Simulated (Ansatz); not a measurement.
The input, for Ansatz 0.2.0:

```yaml
crystal:
  periodic: [false, false, false]
  atoms:
    - {symbol: Se, position_ang: [0.000000, -0.016974, 0.000000]}
    - {symbol: H, position_ang: [0.000000, 0.664869, -1.298712]}
    - {symbol: H, position_ang: [0.000000, 0.664862, 1.298715]}
basis:
  gaussian: {orbitals: cc-pVDZ}
hamiltonian: {xc: {name: PBE}}
correlation: {method: rpa, electrons: outside_noble_gas}
```

```sh
$ ansatz run in.yaml --threads 1 --pin off --events-out ev --progress --plain --max-ram 2393MiB
```

(1) Roughly how long does this take on 1 thread of AMD EPYC 7B13, shared host, and how much host memory?

```
414 factors; integrals over basis functions are off by at most 8.2e-4 eV
mean field evaluation 1: about -65370.3500 eV, gradient 7.9e0 eV
mean field evaluation 2: about -65370.3484 eV, gradient 7.9e0 eV
mean field evaluation 4: about -65370.5912 eV, gradient 1.2e0 eV
mean field evaluation 8: about -65370.5943 eV, gradient 8.3e-4 eV
mean field evaluation 16: about -65370.5943 eV, gradient 8.2e-7 eV
mean field -65370.59425902 eV, -2402.3250292387 hartree, gradient 8.2e-7 eV, S^2 0.000000; 0 other end points of the search recorded, 0 dependent functions left out
14 core orbitals not correlated: weight in the atoms' cores, before any rotation towards them, 1.000 or more for the frozen orbitals, at most 0.000 for the correlated occupied ones
reference -65332.66332879 eV, -2400.9310932633 hartree; 4, 4 occupied and 19, 19 virtual orbitals, 414 factors
Total energy: -65339.03026356 eV, -2401.1650738003 hartree
```

## Answers

(1) 0.6 s wall and 0.15 GiB.
